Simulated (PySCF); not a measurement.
A geometry optimisation on `C[S@](=O)[O-]`.

Method: PBE0-D3(BJ)/def2-SVP geometry optimisation, gas phase (PySCF 2.14.0). Start geometry: GFN2-xTB. The input is one job of a driver script: a line of settings, then coordinates in Å.

Input:
```
{"job": {"xc": "PBE0", "basis": "def2-SVP", "d3": "d3bj", "grid": 1, "kind": "geom"}, "charge": -1, "multiplicity": 1}
C     -0.793889    -0.017842     0.080442
S      1.108674     0.154146     0.404253
O      1.480778     1.212200    -0.582292
O      1.597356    -1.198899     0.002396
H     -1.268433     0.933494     0.303493
H     -1.183161    -0.799655     0.726746
H     -0.937992    -0.278541    -0.962116
```

Output:
```
step   0  E = -587.90731434  max force = 0.019893
step   1  E = -587.91000796  max force = 0.002201
step   2  E = -587.91001972  max force = 0.003468
step   3  E = -587.91006286  max force = 0.000422
step   4  E = -587.91006565  max force = 0.000654
step   5  E = -587.90998844  max force = 0.003330
step   6  E = -587.91004066  max force = 0.001754
step   7  E = -587.91006442  max force = 0.000236
optimisation converged
```

Energies in Eh; «max force» is the largest Cartesian gradient component in Eh/bohr.

Question: How much energy does the optimisation release, in kJ/mol?

Answer: E(step 0) − E(last step) = 0.002750 Eh, which is 7.2 kJ/mol.

Main results: final energy -587.91006 Eh after 7 steps.

Question: How long does this job take on an x86-64 server with one thread, shared host?

Answer: About 9.3 s.
Labels such as C1 count atoms from 1, the log's own numbers from 0.
